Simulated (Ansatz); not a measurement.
A displaced shape of singlet H₃O(+):

```xyz
4

O     0.0307    0.0196    0.0403
H     0.8961    0.0111   -0.2122
H    -0.4661    0.8628   -0.2169
H    -0.4427   -0.8088   -0.2387
```

It was optimised with HF/def2-SVP in Ansatz (development build ahead of 0.2.0) to forces under 0.001 eV/Å, with restricted orbitals. Each step stands on the lowest determinant of that kind that the program's search found.

**Question.** What shape does it relax to, and how does the optimisation go?

**Answer.**

```yaml
atoms:
  - { symbol: O, position_ang: [0.0034, 0.0188, 0.0285] }
  - { symbol: H, position_ang: [0.9381, 0.0233, -0.2129] }
  - { symbol: H, position_ang: [-0.4629, 0.8294, -0.2112] }
  - { symbol: H, position_ang: [-0.4605, -0.7868, -0.2320] }
```

Bond lengths: O1–H2 0.965 Å, O1–H3 0.965 Å, O1–H4 0.965 Å. Angles: H2–O1–H3 113.7°, H2–O1–H4 113.7°, H3–O1–H4 113.7°.

```tsv
step	E − E(start) (eV)	largest force (eV/Å)
1	0.0000	5.7857
2	-0.1936	0.9447
3	-0.2010	0.0851
4	-0.2013	0.0425
5	-0.2014	0.0171
6	-0.2014	0.0032
7	-0.2014	0.0004
```

The optimisation ended after 7 steps with its threshold met.
